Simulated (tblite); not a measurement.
Problem. Write a Z-matrix for `C(=C\[CH2])/C` [radical] as optimised with GFN2-xTB. (Doublet state.)

Solution. 
Z-matrix in Å and degrees, rows numbered from 1:
```
C 
C   1  1.3694
C   2  1.3772  1  124.55
C   3  1.4820  2  124.03  1   179.97
H   1  1.0759  2  120.93  3    -0.02
H   1  1.0742  2  121.63  3   179.96
H   2  1.0840  1  118.00  3   179.98
H   3  1.0809  2  119.07  1     0.03
H   4  1.0922  3  110.56  2  -121.21
H   4  1.0875  3  111.31  2    -0.18
H   4  1.0923  3  110.61  2   120.81
```

C1 (carbon bonded to C and 2 H) is planar (angles 121.6°, 120.9° and 117.4°, sum 360.0°, 0.00 Å off the plane of its three neighbours). C3 (carbon bonded to 2 C and H) is planar (angles 124.0°, 119.1° and 116.9°, sum 360.0°, 0.00 Å off the plane of its three neighbours). The 4 heavy atoms lie in one plane (0.000 Å rms). The C–C distances run from 1.369 Å (C1–C2, drawn single in one of several resonance forms) to 1.482 Å (C3–C4, drawn single), a spread of 0.113 Å.

Computed geometry: GFN2-xTB, gas phase. This method treats the open shell by occupation alone, without spin polarisation.

Point group: Cs (every atom within 0.08 Å of its image). Its GFN2-xTB frequencies are all real (lowest 119 cm⁻¹). Torsions: H–C1–C2–C3 0° and 180°.

The run took under 0.1 s of wall time on Arm Neoverse V1, one thread, shared host. That covers the optimisation of the geometry.
